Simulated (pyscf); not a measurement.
Elementary routes open to H₂N–SiH(Cl)–Cl (SMILES N[SiH](Cl)Cl) + SiH₄ (SMILES [SiH4]) in the gas phase (singlet surface):
A. H₂N–Si(SiH₃)(Cl)–Cl (SMILES N[Si]([SiH3])(Cl)Cl) + H₂ (SMILES [H][H]) (H–Si, H–Si broken; Si–Si, H–H formed)
B. H₃Si–NH–SiH(Cl)–Cl (SMILES [SiH3]N[SiH](Cl)Cl) + H₂ (SMILES [H][H]) (H–N, H–Si broken; N–Si, H–H formed)

Single points on ωB97X-D3(BJ)/def2-SVP structures (PySCF, gas phase).

Q: Rank the routes by free-energy barrier at 298 K, lowest first, for ωB97M-D3(BJ)/def2-TZVP energies (ideal gas, 1 atm, RRHO with modes under 100 cm⁻¹ raised to 100, one conformer, R ln 2 for chiral ones without a mode under 150 cm⁻¹).

A: B (56.9 kcal/mol), A (82.5 kcal/mol)

Route B is the fastest of these, ahead of the next by 25.7 kcal/mol. The most stable products are those of B (ΔG = -7.0 kcal/mol), so kinetics and thermodynamics agree. At 1200 K B is still the fastest. Only these routes are compared; each barrier is that of the saddle found, and lower ones may exist.
